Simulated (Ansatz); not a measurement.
# CHSi2: the cost of one run

Computed with Ansatz 0.2.0, Gaussian basis. Level: cc-pVTZ, core rule «outside noble gas», up to 11 orbitals frozen.

To be run: UHF; CCSD(T) on ROHF; CCSD(T) on UHF; BCCD(T) on ROHF; CCSDT(Q) on ROHF; CCSDT(Q) on UHF.

3 further runs of the same task are left out: 3 set aside as unsound or not needed.

**1. The geometry**

The geometry is a PBE0/def2-TZVP stationary point (not a proven minimum) of the parent state, kept for this charge and spin.

4 atoms, charge 1, spin multiplicity 3.

Atoms are counted from 1 here; the program's logs count them from 0.

Bond lengths: C1–Si2 1.912 Å, C1–Si3 1.729 Å, Si2–Si3 2.317 Å, Si2–H4 1.509 Å. Angles: Si2–C1–Si3 78.8°, C1–Si2–Si3 47.1°, C1–Si2–H4 117.9°, Si3–Si2–H4 119.9°, C1–Si3–Si2 54.1°.

**2. UHF**

File in.yaml:

```yaml
crystal:
  periodic: [false, false, false]
  atoms:
    - {symbol: C, position_ang: [-0.061244, -1.147988, -0.219952]}
    - {symbol: Si, position_ang: [0.099301, 0.160438, 1.164819]}
    - {symbol: Si, position_ang: [-0.033008, 0.314343, -1.142833]}
    - {symbol: H, position_ang: [-1.117401, 0.450106, 2.008353]}
basis:
  gaussian: {orbitals: cc-pVTZ}
total_charge: 1
magnetization: {spin_polarized: true, initial_magnetization: 2}
hamiltonian: {xc: hf}
output: {orbitals: {seedname: orbitals}}
```

Started as:

```
$ ansatz run in.yaml --threads 1 --pin off --events-out ev --progress --plain --max-ram 4096MiB --backend cpu
```

**Question.** How long does this run take on 1 thread of AMD EPYC 7R13, shared host, and how much memory does it need?

About 16 s, with a peak of 0.31 GiB.
